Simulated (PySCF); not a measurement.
# C5H8 (Cyclopentene): the cost of one run

Programs: PySCF 2.14.0, with density-fitted response routines of our own. Each step states its level of theory. These are calculated values for one molecule in the gas phase, unless marked as measured. Atoms are numbered from 0 throughout.

### Step 1. Starting geometry

13 atoms, charge 0, multiplicity 1; geometry from: MMFF94s. The atoms were then displaced at random by about 0.03 Å, so the start is not that level's minimum.

Bonds of the start (Å): C0–C1 1.28, C1–C2 1.46, C2–C3 1.42, C3–C4 1.62, C4–C0 1.45, C0–H5 1.20, C1–H6 1.11, C2–H7 1.18, C2–H8 1.05, C3–H9 1.15, C3–H10 1.07, C4–H11 1.03, C4–H12 1.14.

### Step 2. Optimising the geometry at PBE0-D3(BJ)/def2-SVP

Job settings and geometry (Å):

```
{"job": {"xc": "PBE0", "basis": "def2-SVP", "d3": "d3bj", "grid": 1, "shake": 0.03, "kind": "geom"}, "charge": 0, "multiplicity": 1}
C     -0.856940     0.893020    -0.175730
C      0.362710     1.272610    -0.148850
C      1.181110     0.067450    -0.043330
C      0.337190    -1.015730     0.324560
C     -1.141050    -0.524620    -0.132980
H     -1.733350     1.698460    -0.312470
H      0.799310     2.285750    -0.216470
H      2.039950     0.204750     0.753730
H      1.742010    -0.115720    -0.908070
H      0.232210    -1.198610     1.450100
H      0.460510    -1.986080    -0.112510
H     -1.404960    -0.902180    -1.058100
H     -1.988070    -0.731220     0.602330
```

Started as:

```console
$ OMP_NUM_THREADS=1 python probes_run.py task.json out
```

This one command runs all jobs of the session in turn.

Q: Estimate the wall time and peak memory of this first job on 1 thread of Arm Neoverse V1, shared host.

About 30 s, with a peak of 0.45 GiB.
